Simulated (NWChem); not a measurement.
# triplet C4H8O: levels of theory compared

We compute a comparison of 3 runs (U-wB97X/6-31G*, UCAM-B3LYP/6-31G*, UB2PLYP/6-31G*) of triplet C4H8O. 

The results are computed with NWChem 7.3.0.

### Step 1. The molecule

C4H8O has 13 atoms, charge 0, and is taken as a triplet. SMILES of the parent species: `CCC(C)=O`. The coordinates come from a PBE0-D4/def2-TZVP relaxation. This is one conformer, not always the lowest. That shape belongs to the parent species and isn't relaxed for this state.

Bond lengths: C1–C2 1.527 Å, C2–C3 1.512 Å, C3–C4 1.505 Å, C3–O5 1.206 Å, C1–H6 1.091 Å, C1–H7 1.092 Å, C1–H8 1.093 Å, C2–H9 1.094 Å, C2–H10 1.092 Å, C4–H11 1.093 Å, C4–H12 1.095 Å, C4–H13 1.088 Å. Some angles: C1–C2–C3 110.3°, C2–C3–C4 116.7°, C2–C3–O5 121.3°, C4–C3–O5 121.9°, C1–C2–H9 109.9°, C1–C2–H10 110.0°, C3–C2–H9 110.1°, C3–C2–H10 107.8°, C2–C1–H6 110.6°, C2–C1–H7 110.5°.

### Step 2. A single-point energy at U-wB97X/6-31G(d) (spherical functions) (run 1)

Input file c4h8o.xyz:

```xyz
13

C     -1.145600     1.128600    -0.438000
C      0.104000     0.866600     0.400200
C      0.917600    -0.253800    -0.206600
C      0.580900    -1.652300     0.236700
O      1.778900    -0.032900    -1.021800
H     -1.729800     1.946300    -0.012200
H     -0.871200     1.401500    -1.458700
H     -1.791800     0.248500    -0.484700
H     -0.181700     0.612400     1.425300
H      0.731300     1.759600     0.423400
H     -0.499800    -1.816400     0.230900
H      0.914800    -1.787200     1.270500
H      1.077500    -2.382200    -0.399800
```

Input file run.py:

```python
from ase.io import read
from ase.calculators.nwchem import NWChem

atoms = read('c4h8o.xyz')

calc = NWChem(
    label='c4h8o',
    theory='dft',
    memory='2200 mb',
    basis='6-31G*',
    basispar='spherical bse',
    dft={'xc': 'wb97x', 'mult': '3', 'grid': 'xfine', 'convergence': 'energy 1e-08', 'iterations': '100', 'mulliken': None, 'print': 'low'},
    task='energy',
)
atoms.calc = calc

e = atoms.get_potential_energy()
print(f"E = {e:.6f} eV")
```

Started as:

```sh
$ export ASE_NWCHEM_COMMAND="nwchem PREFIX.nwi > PREFIX.nwo"
$ python run.py
```

Standard output:

```text
E = -6320.032121 eV
```

The calculator wrote c4h8o.nwi:

```
title "c4h8o"

permanent_dir c4h8o

scratch_dir c4h8o

start c4h8o

geometry units angstrom nocenter noautosym noautoz
  C  -1.1456000000000000e+00 1.1286000000000000e+00 -4.3800000000000000e-01
  C  1.0400000000000000e-01 8.6660000000000004e-01 4.0020000000000000e-01
  C  9.1759999999999997e-01 -2.5380000000000003e-01 -2.0660000000000001e-01
  C  5.8089999999999997e-01 -1.6523000000000001e+00 2.3669999999999999e-01
  O  1.7788999999999999e+00 -3.2899999999999999e-02 -1.0218000000000000e+00
  H  -1.7298000000000000e+00 1.9462999999999999e+00 -1.2200000000000001e-02
  H  -8.7119999999999997e-01 1.4015000000000000e+00 -1.4587000000000001e+00
  H  -1.7918000000000001e+00 2.4850000000000000e-01 -4.8470000000000002e-01
  H  -1.8170000000000000e-01 6.1240000000000006e-01 1.4253000000000000e+00
  H  7.3129999999999995e-01 1.7596000000000001e+00 4.2340000000000000e-01
  H  -4.9980000000000002e-01 -1.8164000000000000e+00 2.3089999999999999e-01
  H  9.1479999999999995e-01 -1.7871999999999999e+00 1.2705000000000000e+00
  H  1.0774999999999999e+00 -2.3822000000000001e+00 -3.9979999999999999e-01
end

memory 2200 mb

basis spherical bse noprint
   * library 6-31G*
end

dft
  xc wb97x
  mult 3
  grid xfine
  convergence energy 1e-08
  iterations 100
  mulliken
  print low
end

task dft energy
```

c4h8o.nwo:

```text
Northwest Computational Chemistry Package (NWChem) 7.3.0
             --------------------------------------------------------

           Job information
           ---------------

    nwchem branch   = 7.3.0
    use scalapack   = T
    input           = c4h8o.nwi
    prefix          = c4h8o.
    data base       = c4h8o/c4h8o.db
    status          = startup
    nproc           =        1

           Memory information
           ------------------

    heap     =     72089596 doubles =      550.0 Mbytes
    stack    =     72089601 doubles =      550.0 Mbytes
    global   =    144179200 doubles =     1100.0 Mbytes (distinct from heap & stack)
    total    =    288358397 doubles =     2200.0 Mbytes
    verify   = yes
    hardfail = no

[... 37 lines left out ...]
            Nuclear Dipole moment (a.u.)
[... 97 lines left out ...]
   convergence    iter        energy       DeltaE   RMS-Dens  Diis-err    time
[... 13 lines left out ...]
         Total DFT energy =     -232.256898450119
      One electron energy =     -664.018847480121
           Coulomb energy =      288.032759127902
    Exchange-Corr. energy =      -33.268867628289
 Nuclear repulsion energy =      176.998057530389
[... 41 lines left out ...]
     ------------------------------------------
      Spin Density - Lowdin Population Analysis
     ------------------------------------------

    Atom       Charge   Shell Charges
 -----------   ------   -------------------------------------------------------
    1 C    6     0.04   0.00  0.01  0.02  0.00  0.00  0.00
    2 C    6     0.10   0.00  0.01  0.06  0.00  0.01  0.02
    3 C    6     0.68   0.00  0.01  0.45  0.00  0.17  0.05
[... 9 lines of this table left out ...]
   13 H    1    -0.00  -0.00  0.00

     --------------------------
     Expectation value of S2:
     --------------------------
      <S2> =      2.0058 (Exact =     2.0000)

 Task  times  cpu:      169.7s     wall:      169.7s
 Total times  cpu:      169.7s     wall:      169.7s
```

It took 2.8 min on 1 thread of Intel Xeon Platinum 8488C (Sapphire Rapids), shared host; peak memory 0.15 GiB.

### Step 3. A single-point energy at UCAM-B3LYP/6-31G(d) (spherical functions) (run 2)

Input file sp.nw:

```
start sp
title "C4H8O CAM-B3LYP"
memory total 2200 mb

geometry noautosym nocenter noautoz
C     -1.145600     1.128600    -0.438000
C      0.104000     0.866600     0.400200
C      0.917600    -0.253800    -0.206600
C      0.580900    -1.652300     0.236700
O      1.778900    -0.032900    -1.021800
H     -1.729800     1.946300    -0.012200
H     -0.871200     1.401500    -1.458700
H     -1.791800     0.248500    -0.484700
H     -0.181700     0.612400     1.425300
H      0.731300     1.759600     0.423400
H     -0.499800    -1.816400     0.230900
H      0.914800    -1.787200     1.270500
H      1.077500    -2.382200    -0.399800
end

basis spherical bse
* library 6-31G*
end

dft
xc xcamb88 1.00 lyp 0.81 vwn_5 0.19 hfexch 1.00
cam 0.33 cam_alpha 0.19 cam_beta 0.46
mult 3
grid xfine
convergence energy 1e-08
direct
maxiter 100
mulliken
print low
end

task dft energy
```

Started as:

```sh
$ nwchem sp.nw > sp.out
```

Standard output:

```text
[...]
 d= 0,ls=0.0,diis     1   -232.0708270269 -4.09D+02  6.55D-03  1.74D-01    11.0
[...]
 d= 0,ls=0.0,diis    12   -232.1949919692 -6.85D-09  1.00D-06  5.59D-10   139.8
[...]
         Total DFT energy =     -232.194991969235
      One electron energy =     -664.097829915146
           Coulomb energy =      288.119920712599
    Exchange-Corr. energy =      -33.215140297079
 Nuclear repulsion energy =      176.998057530390
[...]
      Total Density - Mulliken Population Analysis
     ---------------------------------------------
    Atom       Charge   Shell Charges
 -----------   ------   -------------------------------------------------------
    1 C    6     6.44   2.00  0.66  2.13  0.61  1.00  0.04
    2 C    6     6.30   2.00  0.66  2.10  0.60  0.89  0.04
    3 C    6     5.80   2.00  0.65  2.12  0.35  0.61  0.07
    4 C    6     6.48   2.00  0.66  2.13  0.63  1.02  0.04
    5 O    8     8.22   2.00  0.94  2.83  0.93  1.50  0.03
    6 H    1     0.86   0.52  0.34
    7 H    1     0.84   0.52  0.32
    8 H    1     0.85   0.52  0.33
    9 H    1     0.85   0.52  0.33
   10 H    1     0.84   0.52  0.32
[...]
      <S2> =      2.0055 (Exact =     2.0000)
[...]
```

Wall time 2.3 min (1 thread of Intel Xeon Platinum 8488C (Sapphire Rapids), shared host); peak memory 0.15 GiB.

### Step 4. The energy at UB2PLYP/6-31G(d) (spherical functions) (run 3)

Input file c4h8o.nw:

```
start c4h8o
memory 2200 mb

geometry units angstroms noautosym nocenter noautoz
   C       -1.145600       1.128600      -0.438000
   C        0.104000       0.866600       0.400200
   C        0.917600      -0.253800      -0.206600
   C        0.580900      -1.652300       0.236700
   O        1.778900      -0.032900      -1.021800
   H       -1.729800       1.946300      -0.012200
   H       -0.871200       1.401500      -1.458700
   H       -1.791800       0.248500      -0.484700
   H       -0.181700       0.612400       1.425300
   H        0.731300       1.759600       0.423400
   H       -0.499800      -1.816400       0.230900
   H        0.914800      -1.787200       1.270500
   H        1.077500      -2.382200      -0.399800
end

basis spherical bse
   * library 6-31G*
end

dft
   xc hfexch 0.53 becke88 0.47 lyp 0.73 mp2 0.27
   dftmp2 semidirect
   mult 3
   grid xfine
   convergence energy 1e-08
   maxiter 100
   mulliken
end

mp2
   freeze core 5
end

task dft energy
```

Started as:

```sh
$ nwchem c4h8o.nw > c4h8o.out
```

Standard output:

```text
[...]
          Wavefunction type:  spin polarized.
          No. of atoms     :    13
          No. of electrons :    40
[...]
          Charge           :     0
          Spin multiplicity:     3
[...]
          AO basis - number of functions:    86
[...]
              XC Information
              --------------
                     Hartree-Fock (Exact) Exchange  0.530
                    Becke 1988 Exchange Functional  0.470
              Lee-Yang-Parr Correlation Functional  0.730
[...]
 d= 0,ls=0.0,diis     1   -231.6994133162 -4.09D+02  5.70D-03  1.44D-01     8.3
[...]
 d= 0,ls=0.0,diis    13   -231.8295194327 -4.77D-09  2.52D-07  1.13D-10   110.5
[...]
         Total DFT energy =     -231.829519432667
      One electron energy =     -663.897503587333
           Coulomb energy =      287.943527579741
    Exchange-Corr. energy =      -32.873600955464
 Nuclear repulsion energy =      176.998057530390
[...]
      Total Density - Mulliken Population Analysis
     ---------------------------------------------
    Atom       Charge   Shell Charges
 -----------   ------   -------------------------------------------------------
    1 C    6     6.46   2.00  0.66  2.09  0.64  1.02  0.04
    2 C    6     6.33   2.00  0.66  2.07  0.62  0.93  0.05
    3 C    6     5.77   2.00  0.66  2.09  0.36  0.59  0.08
    4 C    6     6.51   2.00  0.66  2.09  0.66  1.05  0.04
    5 O    8     8.25   2.00  0.94  2.82  0.96  1.51  0.03
    6 H    1     0.85   0.53  0.32
    7 H    1     0.83   0.53  0.31
    8 H    1     0.85   0.53  0.32
    9 H    1     0.84   0.53  0.31
   10 H    1     0.83   0.53  0.31
[...]
      <S2> =      2.0094 (Exact =     2.0000)
[...]
  Basis functions       =     86
[...]
```

Wall time 1.9 min (1 thread of Intel Xeon Platinum 8488C (Sapphire Rapids), shared host); peak memory 0.27 GiB.

### Step 5. Overview of the runs

| run | level | frozen core orbitals | energy (Eh) | ⟨S²⟩ | wall time |
| --- | --- | --- | --- | --- | --- |
| 1 | U-wB97X/6-31G* (spherical functions) | – | -232.256898 | 2.006 | 2.8 min |
| 2 | UCAM-B3LYP/6-31G* (spherical functions) | – | -232.194992 | 2.006 | 2.3 min |
| 3 | UB2PLYP/6-31G* (spherical functions) | 5 | -232.041319 | 2.009 | 1.9 min |

### Step 6. What came out

```
                                                       quantity          value
                                            run 3: total energy  -232.04132 Eh
                                run 3: dipole moment (SCF part)         1.49 D
run 3: HOMO energy (SCF part's orbitals) (highest over α and β)       -4.34 eV
 run 3: LUMO energy (SCF part's orbitals) (lowest over α and β)       -1.66 eV
                                                    run 3: ⟨S²⟩          2.009
```

**Reading.** Totals of different functionals can't be ranked against each other. All runs together took 7.1 min, the longest 2.8 min.
